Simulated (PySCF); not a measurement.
`InChI=1S/C4H4Cl2/c1-4(6)2-3-5/h3H,1H3`

Geometry:
```tsv
atom	x (Å)	y (Å)	z (Å)
C1	-1.443	-0.545	0.522
C2	-0.550	0.225	-0.387
Cl3	-1.364	0.999	-1.718
C4	0.738	0.355	-0.263
C5	2.017	0.486	-0.100
Cl6	3.179	-0.602	-0.779
H7	-1.953	-1.334	-0.034
H8	-0.863	-0.992	1.329
H9	-2.207	0.111	0.946
H10	2.465	1.287	0.476
```

Computed, not measured: PySCF 2.14.0, TDDFT CAM-B3LYP/def2-TZVPD circular dichroism and optical rotation, one conformer, gas phase. Geometry: PBE0-D3(BJ)/def2-TZVP.

No stereocentre is labelled: unless the shape is locked (an allene, a helicene, a hindered biaryl), the mirror image is equally populated and a measured rotation or CD is zero.

Which excitations and rotatory strengths does the calculation give?

Rotatory strengths R in 10⁻⁴⁰ esu² cm², velocity form and length form (origin at the centre of mass); f in length form.
```tsv
state	E (eV)	λ (nm)	f	R (velocity)	R (length)	main
1	5.09	244	2e-05	+1.7	+1.7	HOMO→LUMO+1 0.56, HOMO→LUMO 0.28
2	5.31	234	0.0002	+0.5	+0.6	HOMO−1→LUMO 0.60, HOMO−1→LUMO+1 0.22
3	6.14	202	0.003	+0.3	+0.3	HOMO→LUMO 0.30, HOMO−1→LUMO+1 0.28
4	6.73	184	0.722	-212.8	-213.0	HOMO−1→LUMO+1 0.27, HOMO→LUMO 0.23
5	6.79	183	0.337	+110.4	+112.7	HOMO→LUMO+2 0.39, HOMO−1→LUMO+2 0.15
6	6.81	182	0.111	+20.6	+20.6	HOMO→LUMO+2 0.45, HOMO−1→LUMO+2 0.27
7	7.12	174	0.005	+12.4	+12.2	HOMO−2→LUMO 0.37, HOMO−2→LUMO+1 0.26
8	7.15	173	0.005	-4.1	-4.2	HOMO−2→LUMO+1 0.39, HOMO−2→LUMO 0.34
9	7.31	170	0.002	-11.9	-11.8	HOMO−3→LUMO+1 0.44, HOMO−2→LUMO+1 0.20
10	7.35	169	0.002	+6.1	+6.1	HOMO→LUMO+3 0.25, HOMO→LUMO+7 0.19
11	7.38	168	0.0004	-2.6	-2.6	HOMO−3→LUMO 0.52, HOMO−3→LUMO+1 0.21
12	7.51	165	0.0004	-1.3	-1.3	HOMO−1→LUMO+5 0.38, HOMO−1→LUMO+2 0.17
```

Among the states computed, the strongest CD band (largest |R|) is state 4. The largest dissymmetry factor in size, g = 4R/(D+G), with D and G the electric and magnetic dipole strengths, is +0.53 for state 1 (velocity form, f = 2e-05), among bands with |R| over 0.5. The mirror image has the same energies and oscillator strengths and all R with the opposite sign.
